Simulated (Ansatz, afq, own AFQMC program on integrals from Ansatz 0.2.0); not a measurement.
GeH4 + F, doublet in cc-pVTZ along one coordinate

```xyz
6

Ge   -0.5521    0.0000    0.0000
H    -1.0635    1.4466    0.0000
H    -1.0635   -0.7233    1.2528
H    -1.0635   -0.7233   -1.2528
H     0.9823    0.0000    0.0000
F     2.2279    0.0000    0.0000
```

A hydrogen atom is moved from one rigid fragment to the other; the Ge1–H5 distance tells how far. The two fragments are held close together, so this isn't a minimum-energy path and the start is a compressed complex. Energies in eV count from this geometry (1.534 Å) at the same level; the start stands on UHF, each point on the determinant named.

Basis cc-pVTZ. Noble-gas cores (and the filled d shells of Ga–Kr and In–Xe) are frozen. AFQMC by an in-house program on the Cholesky factors that Ansatz 0.2.0 writes for its CCSD(T) run. The CISD trial takes its coefficients from CCSD amplitudes. Released means that phaseless walkers are propagated on without the constraint, phases kept. ± is one standard error of the sampling. No spin–orbit coupling.

Cautions, each for one point or more: inner d shell frozen; no relativity below Rb; no spin-orbit coupling.

```tsv
r(Ge1–H5) / Å	det.	T1	weight	⟨S²⟩	CCSD(T)	ph-AFQMC/CISD	MP2	CCSD
1.633	UHF	0.018	0.87	0.78	-0.422	-0.417 ± 0.008	-0.603	-0.408
1.682	UHF	0.015	0.87	0.77	-0.629	-0.628 ± 0.009	-0.867	-0.614
1.732	UHF	0.014	0.88	0.76	-0.824	-0.837 ± 0.008	-1.096	-0.813
1.781	UHF	0.013	0.88	0.76	-0.982	-0.988 ± 0.008	-1.270	-0.978
1.880	UHF	0.012	0.88	0.76	-1.079	-1.078 ± 0.008	-1.373	-1.092
```

Weight is that of the determinant in the CISD state; at the start T1 is 0.027 and the weight 0.86, and ⟨S²⟩ is 0.78. Largest departures from phaseless AFQMC with a CISD trial: CCSD(T) 0.013 eV at 1.732 (on UHF) (within the noise), MP2 -0.295 eV at 1.880 (on UHF), CCSD 0.024 eV at 1.732 (on UHF). The walk's constraint bias lies outside its error bars, so these are departures and not errors.

Some points may be missing: those where a free walk finds a much lower state, and past Zn most of those on another determinant than at the start.

A walk keeps the symmetry of its determinant, which the program's search chose and which needn't be the lowest solution, so a lower state of the same spin and another symmetry isn't excluded.
